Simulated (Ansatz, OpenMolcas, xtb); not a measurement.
## BH2O (SMILES B[O]): the vertical energy of the quartet above the doublet, rung by rung

BH2O has 4 atoms, charge 0, and is taken as a doublet. As SMILES, `B[O]`. Geometry: relaxed at PBE0-D4/def2-TZVP.

```xyz
4

B    -0.0011   -0.0103   -0.0151
O     1.0253   -0.3408    0.6769
H    -1.0526   -0.5877    0.1516
H     0.0839    0.8785   -0.8336
```

Each level gives the vertical energy of the quartet above the doublet (eV). The values are calculated.

```tsv
level	kind	program	value (eV)	CPU time (all runs)
GFN1-xTB	semi-empirical	xtb	8.26	under 2 s
UHF/def2-TZVPPD	Hartree–Fock	OpenMolcas	6.44	43 s
USVWN5/def2-TZVPPD	LDA	OpenMolcas	6.84	82 s
UPBE/def2-TZVPPD	GGA	OpenMolcas	6.64	1.8 min
U-r2SCAN/def2-TZVPPD	meta-GGA	OpenMolcas	6.47	2.6 min
UB3LYP/def2-TZVPPD	global hybrid	OpenMolcas	6.73	1.8 min
UPBE0/def2-TZVPPD	global hybrid	OpenMolcas	6.55	1.7 min
FCI/STO-3G	exact in the basis	Ansatz	7.62	0.59 s
```

The values span 6.44 to 8.26 eV. GFN1-xTB: no spin polarisation, so open shells miss the exchange term that lowers them. High-level rows in very small sets aren't better than simpler rows in larger ones. The upper state's dipole differs much between rows, so they may not all be the same state. Times are those of the runs behind each value, whatever else they computed, on shared processors of several kinds: orders of magnitude only.
